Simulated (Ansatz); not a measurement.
# Active spaces for C₂H₂N₂O, triplet

Program: Ansatz, Gaussian basis, development build. Basis cc-pVTZ, nonrelativistic, no frozen core. State-specific CASSCF; RHF is the lowest restricted (open-shell) Hartree–Fock solution met. Solutions may break the symmetry of the shape. No proof that the lowest CASSCF solution was found.

Geometry:

| atom | x (Å) | y (Å) | z (Å) |
| --- | --- | --- | --- |
| O | 0.0000 | 0.0000 | 1.1336 |
| C | 0.0000 | -1.0528 | 0.2725 |
| N | 0.0000 | -0.7017 | -0.9801 |
| N | 0.0000 | 0.7017 | -0.9801 |
| C | 0.0000 | 1.0528 | 0.2725 |
| H | 0.0000 | -2.0470 | 0.6917 |
| H | 0.0000 | 2.0470 | 0.6917 |

Question: What do CASSCF and its corrections give against RHF in CAS(6,5), and what are the occupations?

Answer: CASSCF -1.707 eV, SC-NEVPT2 -26.898 eV; occupations 2.00, 1.80, 1.11, 0.89, 0.20.

Question: Roughly how much CPU time does a whole run from the default start take (median of such runs, summed over threads; nearly all runs on one pinned thread of a shared server, mostly Xeon at 2.3 to 2.6 GHz, by a development driver)?

Answer: CAS(6,5): about 44 s. Other jobs ran beside these, and the count of passes differs.
